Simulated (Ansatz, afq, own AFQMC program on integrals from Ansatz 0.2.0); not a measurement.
**GeH2O⁺, doublet: AFQMC among the cluster methods**

```tsv
atom	x (Å)	y (Å)	z (Å)
O	-0.1255	-0.6659	0.5201
Ge	0.5070	0.5635	-0.6183
H	0.5499	-1.3231	0.7271
H	-0.8759	1.3652	-0.6492
```

Connectivity, by distances: OH–GeH.

Basis def2-TZVP. Noble-gas cores (and the filled d shells of Ga–Kr and In–Xe) are frozen. Integrals, coupled cluster, full CI and functionals: Ansatz 0.2.0; the random walks run on the same integrals in our own AFQMC program. ph-AFQMC/CISD is guided by a CISD state made of CCSD amplitudes; releasing the constraint for a short imaginary time cuts its bias at the price of noise, slowly where states lie close. ± is one standard error of the sampling. No spin–orbit coupling.

Determinant: UHF, the one that the program's search chose, which needn't be the lowest solution. The geometry is a PBE0/def2-SVP stationary point of this or a neighbouring charge and spin state.

No full CI on the walks' own integrals is used here; CCSDT(Q) serves as the reference and is uncertain by about the last step of the cluster series.

Cautions: no relativity below Rb; no spin-orbit coupling; inner d shell frozen; the released energies move by 1.5 errors or more from one time to the next, so no released level is given (meV from the phaseless value at times in 1/Eh: -13 ± 7 at 0.24, -14 ± 4 at 0.51, -28 ± 5 at 0.99, -15 ± 5 at 1.62, -29 ± 7 at 2.40), though the last usable value meets CCSDT(Q) within the noise.

- T1 diagnostic: 0.0276
- weight of the determinant in the CISD state: 0.880
- ⟨S²⟩ of the determinant: 0.783
- size of the correlated space: 11 electrons in 76 orbitals

Reference: CCSDT(Q), correlation energy -9.396 eV.

```
        level  E − E(reference) (kcal/mol)  share of correlation (%)
           HF                       216.67                      0.00
          MP2                        17.62                     91.87
         CCSD                         9.71                     95.52
      CCSD(T)                         1.12                     99.48
        CCSDT                         0.69                     99.68
ph-AFQMC/CISD                  0.65 ± 0.11                     99.70
```
